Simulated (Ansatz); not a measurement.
# AsH, quintet in aug-cc-pVTZ: errors against UCCSDT(Q)

Geometry: that of the AsH⁻, quartet, kept fixed. The triplet lies 3.0 eV lower here.

| atom | x (Å) | y (Å) | z (Å) |
| --- | --- | --- | --- |
| As | 0.0000 | 0.0000 | 0.0000 |
| H | 0.0000 | 0.0000 | 2.0518 |

Basis aug-cc-pVTZ; Ansatz 0.2.0. Only valence electrons are correlated (noble-gas cores and the filled d shells of p-block atoms frozen), which leaves 6 electrons in 68 orbitals. R marks a restricted (for open shells ROHF) determinant, U an unrestricted one. Active spaces: valence = (6e, 5o) chosen from the atoms' valence shells. No spin–orbit coupling is included, and no scalar relativity.

Full CI isn't at hand for all of this; UCCSDT(Q) serves as the reference, and is uncertain by the last step of the cluster series or more. The frozen core follows each run's orbitals, which can shift R against U totals by a few meV for light atoms and by up to 0.1 eV past Ca.

* UHF ⟨S²⟩: 6.002
* T1 diagnostic (RCCSD): 0.0092
* largest doubles amplitude (RCCSD): 0.036
* T1 diagnostic (UCCSD): 0.0073

| level | E − E(UCCSDT(Q)) (kJ/mol) | wall time |
| --- | --- | --- |
| UHF | 253.1 | – |
| UMP2 | 50.1 | – |
| UCCSD | 10.9 | – |
| UCCSD(T) | 2.0 | 0.9 s |
| UCCSDT | 0.3 | – |

Run but not shown, since their state, orbitals or frozen core can't be matched to the reference's or they repeat it: RHF, RMP2, RCCSD, RCCSD(T), BCCD(T), RCCSDT, RCCSDT(Q), CASSCF (valence space), NEVPT2 (valence space), MRCISD (valence space), MRCISD+Q (valence space).

Times hold each run's SCF and search for its determinant on a shared host, so for small cases they say little of a method's own cost; they ran on 1 thread of AMD EPYC 9R45.

Natural occupations of CASSCF (valence space) about the gap: 2.000 1.000 1.000 1.000 1.000; effectively unpaired electrons, Σ n²(2−n)², 4.00.
